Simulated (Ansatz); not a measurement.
**Calcium, fcc: convergence with the k-point mesh**

Computed with Ansatz, PBE, scalar-relativistic PAW, on the relaxed cell (a = 5.525 Å; spin not included). Errors count from a run at 420 eV on a Γ-centred 16×16×16 mesh with Fermi-Dirac smearing of 0.1 eV, extrapolated to zero width. Fixed here: cutoff 420 eV, Fermi-Dirac width 0.1 eV. The SCF starts from atomic densities corrected by a trained network.

| k-mesh | E(σ→0) error (meV/atom) | P (GPa) | SCF iterations |
| --- | --- | --- | --- |
| 2×2×2 | 362.6 | -2.37 | 6 |
| 3×3×3 | 45.5 | 0.18 | 6 |
| 4×4×4 | -64.1 | 0.18 | 6 |
| 5×5×5 | 4.2 | 0.00 | 6 |
| 6×6×6 | 20.1 | 0.01 | 6 |
| 8×8×8 | -0.4 | 0.03 | 6 |
| 11×11×11 | -0.5 | 0.02 | 6 |
| 14×14×14 | -0.3 | 0.02 | 6 |

Within 5 meV/atom of the last row: from 8×8×8 on.
